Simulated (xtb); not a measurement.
xtb input (GFN2-xTB):

```bash
xtb mol.xyz --gfn 2 --ohess tight --chrg 0 --uhf 0
```
mol.xyz:
```
4

C      0.01245880    -0.00477709     0.63083460
C     -0.00871330    -0.01015175    -0.61369414
H      0.01265964    -0.02027010    -1.67991695
H      0.01041930    -0.03918174     1.71237410
```

Output:

```
           -------------------------------------------------
          |                Calculation Setup                |
           -------------------------------------------------

           -------------------------------------------------
          |                 G F N 2 - x T B                 |
           -------------------------------------------------

        Reference                      10.1021/acs.jctc.8b01176
      * Hamiltonian:
        H0-scaling (s, p, d)           1.850000    2.230000    2.230000
        zeta-weighting                 0.500000
      * Dispersion:
        s8                             2.700000
        a1                             0.520000
        a2                             5.000000
        s9                             5.000000
      * Repulsion:
        kExp                           1.500000    1.000000
        rExp                           1.000000
      * Coulomb:
        alpha                          2.000000
        third order                    shell-resolved
        anisotropic                    true
        a3                             3.000000
        a5                             4.000000
        cn-shift                       1.200000
        cn-exp                         4.000000
        max-rad                        5.000000

          ...................................................
          :                      SETUP                      :
          :.................................................:
          :  # basis functions                  10          :
          :  # atomic orbitals                  10          :
          :  # shells                            6          :
          :  # electrons                        10          :
          :  max. iterations                   250          :
          :  Hamiltonian                  GFN2-xTB          :
          :  restarted?                      false          :
          :  GBSA solvation                  false          :
          :  PC potential                    false          :
          :  electronic temp.          300.0000000     K    :
          :  accuracy                    1.0000000          :
          :  -> integral cutoff          0.2500000E+02      :
          :  -> integral neglect         0.1000000E-07      :
          :  -> SCF convergence          0.1000000E-05 Eh   :
          :  -> wf. convergence          0.1000000E-03 e    :
          :  Broyden damping             0.4000000          :
          :  net charge                          0          :
          :  unpaired electrons                  0          :
          ...................................................

 iter      E             dE          RMSdq      gap      omega  full diag
   1     -5.3190227 -0.531902E+01  0.113E+01    6.67       0.0  T
   2     -5.3223742 -0.335151E-02  0.671E+00    6.61       1.0  T
   3     -5.3227282 -0.354010E-03  0.398E-01    6.52       1.0  T
   4     -5.3228801 -0.151857E-03  0.939E-02    6.52       1.0  T
   5     -5.3228812 -0.111479E-05  0.772E-02    6.52       1.0  T
   6     -5.3228960 -0.148214E-04  0.171E-02    6.52       2.9  T
[...]
 q only:       -0.000      -0.000      -0.000
   full:       -0.000      -0.000       0.000       0.000
molecular quadrupole (traceless):
                xx          xy          yy          xz          yz          zz
Molecule has the following symmetry elements: (i) (Cinf) (C2) 2*(sigma)
It seems to be the Dinfh point group
 q only:       -0.669      -0.000      -0.669       0.003      -0.009       1.337
  q+dip:       -2.753      -0.000      -2.753       0.015      -0.040       5.507
   full:       -1.551      -0.000      -1.551       0.008      -0.022       3.102

           -------------------------------------------------
          |                Geometry Summary                 |
           -------------------------------------------------

      molecular mass/u    :       26.0373533
   center of mass at/Å    :        0.0068604      -0.0185559       0.0123964
  moments of inertia/u·Å² :        0.4949283E-05   0.1402405E+02   0.1402405E+02
rotational constants/cm⁻¹ :        0.3406075E+07   0.1202052E+01   0.1202051E+01

 * 1 selected distances

     #   Z          #   Z                                           value/Å
     1   6 C        2   6 C                                       1.1937832 (max)

 * 1 distinct bonds (by element types)

   Z      Z             #   av. dist./Å        max./Å        min./Å
   6 C    6 C           1     1.1937832     1.1937832     1.1937832

           -------------------------------------------------
          |               Frequency Printout                |
           -------------------------------------------------
 vibrational frequencies (cm⁻¹)
eigval :        0.00     0.00     0.00     0.00     0.00   492.06
eigval :      492.13   849.00   849.01  2155.34  3351.70  3427.74
 reduced masses (amu)
   1: 11.16   2: 11.16   3: 11.16   4:  7.72   5:  7.72   6:  5.30   7:  5.30   8:  1.86
   9:  1.86  10:  9.90  11:  1.86  12:  3.11
 IR intensities (km·mol⁻¹)
   1:  0.00   2:  0.00   3:  0.00   4:  0.00   5:  0.00   6:  0.00   7:  0.00   8: 36.91
   9: 36.92  10:  0.00  11:  0.96  12:  0.00
 Raman intensities (Ä⁴*amu⁻¹)
   1:  0.00   2:  0.00   3:  0.00   4:  0.00   5:  0.00   6:  0.00   7:  0.00   8:  0.00
   9:  0.00  10:  0.00  11:  0.00  12:  0.00
 output can be read by thermo (or use thermo option).
 writing <g98.out> molden fake output.
 recommended (thermochemical) frequency scaling factor: 1.0
           -------------------------------------------------
          |             Thermodynamic Functions             |
           -------------------------------------------------

din symmetry found (for desy threshold:  0.10E+00) used in thermo

          ...................................................
          :                      SETUP                      :
          :.................................................:
          :  # frequencies                           7      :
          :  # imaginary freq.                       0      :
          :  linear?                              true      :
          :  only rotor calc.                    false      :
          :  symmetry                              din      :
          :  rotational number                       2      :
          :  scaling factor                  1.0000000      :
          :  rotor cutoff                   50.0000000 cm⁻¹ :
          :  imag. cutoff                  -20.0000000 cm⁻¹ :
          :.................................................:

    mode    ω/cm⁻¹     T·S(HO)/kcal·mol⁻¹    T·S(FR)/kcal·mol⁻¹   T·S(vib)
   ------------------------------------------------------------------------
   ------------------------------------------------------------------------

   temp. (K)  partition function   enthalpy   heat capacity  entropy
                                   cal/mol     cal/K/mol   cal/K/mol   J/K/mol
 298.15  VIB   1.26                  370.934      3.688      1.699
         ROT   86.2                  592.502      1.987     10.844
         INT   108.                  963.436      5.676     12.543
         TR   0.129E+27             1481.254      4.968     35.691
         TOT                        2444.6896    10.6439    48.2336   201.8092

       T/K    H(0)-H(T)+PV         H(T)/Eh          T*S/Eh         G(T)/Eh
   ------------------------------------------------------------------------
    298.15    0.389586E-02    0.303613E-01    0.229173E-01    0.744397E-02
Note: The following floating-point exceptions are signalling: IEEE_DENORMAL
normal termination of xtb
   ------------------------------------------------------------------------

         :::::::::::::::::::::::::::::::::::::::::::::::::::::
         ::                  THERMODYNAMIC                  ::
         :::::::::::::::::::::::::::::::::::::::::::::::::::::
         :: total free energy          -5.199327926112 Eh   ::
         ::.................................................::
         :: total energy               -5.206771896841 Eh   ::
         :: zero point energy           0.026465432799 Eh   ::
         :: G(RRHO) w/o ZPVE           -0.019021462070 Eh   ::
         :: G(RRHO) contrib.            0.007443970729 Eh   ::
         :::::::::::::::::::::::::::::::::::::::::::::::::::::

optimized geometry written to: xtbopt.xyz

           -------------------------------------------------
          | TOTAL ENERGY               -5.206771896841 Eh   |
          | TOTAL ENTHALPY             -5.176410603135 Eh   |
          | TOTAL FREE ENERGY          -5.199327926112 Eh   |
          | GRADIENT NORM               0.000115068361 Eh/α |
          | HOMO-LUMO GAP               7.287470608398 eV   |
           -------------------------------------------------

------------------------------------------------------------------------
------------------------------------------------------------------------
 total:
 SCF:
 ANC optimizer:
 analytical hessian:
```
